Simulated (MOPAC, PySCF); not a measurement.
A series of substituents X on one scaffold: HS-X. Gas-phase values, no solvent. One relaxed conformer stands for each flexible species; it need not be the lowest. Strings in code marks are SMILES.

Quantity: vertical ionisation energy (energy after one electron is removed minus that of the parent at the parent's geometry), in eV.

Level 1: PBE/6-31G* // B3LYP-D3(BJ)/def2-TZVP (PySCF)
Level 2: minus the HOMO energy of HF/STO-3G // B3LYP-D3(BJ)/def2-TZVP (PySCF)
Level 3: minus the HOMO energy of PM6 // B3LYP-D3(BJ)/def2-TZVP (MOPAC)
Level 4: minus the HOMO energy of PM7 // B3LYP-D3(BJ)/def2-TZVP (MOPAC)

```
species                            level 1  level 2  level 3  level 4
---------------------------------  -------  -------  -------  -------
`[SH][GeH3]`                          9.42     7.08     9.26      [?]
`FC(F)S` (F–C–S–H torsion 68°)       10.17     7.94     9.88      [?]
`COS` (C–O–S–H torsion 81°)           9.27     7.24     9.05      [?]
`OS` (H–O–S–H torsion 91°)            9.69     7.33     9.26     9.03
`CC#CS`                               8.37     6.67     8.68     8.62
`CS`                                  9.26     7.06      [?]     8.89
`N#CCS`                                [?]      [?]      [?]     9.57
`S=CS` (S–C–S–H torsion 180°)          [?]     6.15     8.97     8.85
`CCS` (C–C–S–H torsion 62°)           9.06      [?]     8.97     8.89
`BS`                                 10.99      [?]     9.96      [?]
`FCS` (F–C–S–H torsion 76°)           9.96     7.60     9.51      [?]
`[SiH3]OS` (Si–O–S–H torsion 88°)     9.28     6.74     9.21     8.68
```

### Question
Complete the blanks.

### Answer

- `[SH][GeH3]`, level 4: 9.30
- `FC(F)S` (F–C–S–H torsion 68°), level 4: 9.79
- `COS` (C–O–S–H torsion 81°), level 4: 8.90
- `CS`, level 3: 8.95
- `N#CCS`, level 1: 9.89
- `N#CCS`, level 2: 7.98
- `N#CCS`, level 3: 9.68
- `S=CS` (S–C–S–H torsion 180°), level 1: 8.85
- `CCS` (C–C–S–H torsion 62°), level 2: 6.99
- `BS`, level 2: 8.34
- `BS`, level 4: 9.87
- `FCS` (F–C–S–H torsion 76°), level 4: 9.44
